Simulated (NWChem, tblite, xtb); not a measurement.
## SiPH5O (SMILES O[SiH2]P): methods side by side

SiPH5O has 8 atoms, charge 0, and is taken as a singlet. SMILES: `O[SiH2]P`. The coordinates come from a GFN2-xTB relaxation. This is one conformer, not always the lowest.

| atom | x (Å) | y (Å) | z (Å) |
| --- | --- | --- | --- |
| O | -1.6821 | 0.5825 | -0.4144 |
| Si | -0.1452 | 0.6692 | 0.1019 |
| P | 0.8829 | -1.2774 | -0.3512 |
| H | -1.9250 | 0.1549 | -1.2316 |
| H | 0.5947 | 1.7130 | -0.6136 |
| H | -0.3201 | 0.9772 | 1.5149 |
| H | 2.0985 | -0.9009 | 0.1838 |
| H | 0.4962 | -1.9186 | 0.8102 |

Each level gives the dipole moment (D). The values are calculated.

| level | kind | program | value (D) |
| --- | --- | --- | --- |
| IPEA1-xTB | semi-empirical | tblite | 0.35 |
| GFN2-xTB | semi-empirical | tblite | 0.51 |
| GFN0-xTB | semi-empirical | xtb | 1.06 |
| GFN1-xTB | semi-empirical | xtb | 1.06 |
| HF/STO-3G | Hartree–Fock | NWChem | 0.89 |
| HF/3-21G | Hartree–Fock | NWChem | 0.74 |
| HF/def2-SVP | Hartree–Fock | NWChem | 0.60 |
| TPSS/6-311G** | meta-GGA | NWChem | 0.44 |
| B3LYP/6-31G* (spherical functions) | global hybrid | NWChem | 0.44 |
| B3LYP/6-31G* (Cartesian functions) | global hybrid | NWChem | 0.44 |

The values span 0.35 to 1.06 D. Magnitudes only: a small dipole may point the other way at some levels. Sets without polarisation functions give poor dipoles. Without the sets that lack polarisation functions the rows with a basis span only 0.44 to 0.60 D.
